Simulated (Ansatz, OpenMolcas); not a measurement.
## How methods differ on CF2 (SMILES F[C]F)

CF2, singlet, SMILES `F[C]F`. Each level relaxes the structure for itself.

Each level gives the zero-point energy at each level's own minimum (kJ/mol). The values are calculated.

```
                             level           kind     program  value (kJ/mol)
                          HF/3-21G   Hartree–Fock  OpenMolcas            19.6
   HF/6-31G* (Cartesian functions)   Hartree–Fock  OpenMolcas            20.4
                        HF/cc-pVTZ   Hartree–Fock  OpenMolcas            20.4
                     PBE0/def2-SVP  global hybrid  OpenMolcas            19.3
B3LYP/6-31G* (Cartesian functions)  global hybrid  OpenMolcas            18.3
                 PBE0-D4/def2-TZVP  global hybrid      Ansatz            18.5
```

Harmonic and unscaled. The values span 18.3 to 20.4 kJ/mol.
